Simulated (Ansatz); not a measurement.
# bcc W

All values below come from RPBE (Ansatz, a first-principles code, plane waves, PAW).

Run with plane-wave cutoff 520 eV, 24×24×24 k mesh, Fermi–Dirac smearing 0.05 eV, no spin polarisation, scalar-relativistic PAW data made under PBE.

Cell (relaxed at this level):

```cif
data_W2
_chemical_formula_sum 'W2'
_space_group_name_H-M_alt 'Im-3m'
_space_group_IT_number 229
_space_group_name_Hall '-I 4 2 3'
_cell_length_a 3.19676
_cell_length_b 3.19676
_cell_length_c 3.19676
_cell_angle_alpha 90.000
_cell_angle_beta 90.000
_cell_angle_gamma 90.000
loop_
_atom_site_label
_atom_site_type_symbol
_atom_site_symmetry_multiplicity
_atom_site_Wyckoff_symbol
_atom_site_fract_x
_atom_site_fract_y
_atom_site_fract_z
_atom_site_occupancy
W1 W 2 a 0.00000 0.00000 0.00000 1
```
(The calculation used a cell of 1 atom; values per cell refer to that cell.)

- bulk modulus = 293 GPa
- band gap = none
- pressure derivative B′ of the bulk modulus = 4.1

Measured, for comparison: bulk modulus 312 GPa (zero-point energy and finite temperature contributions removed, our sources range from 300 to 328; as tabulated in doi:10.1021/acs.jctc.3c00612). Computed (rounded) less measured: bulk modulus -6 % (-2 % to -11 % over the range).

Spin–orbit coupling is not included.

Computed values are for the static lattice.
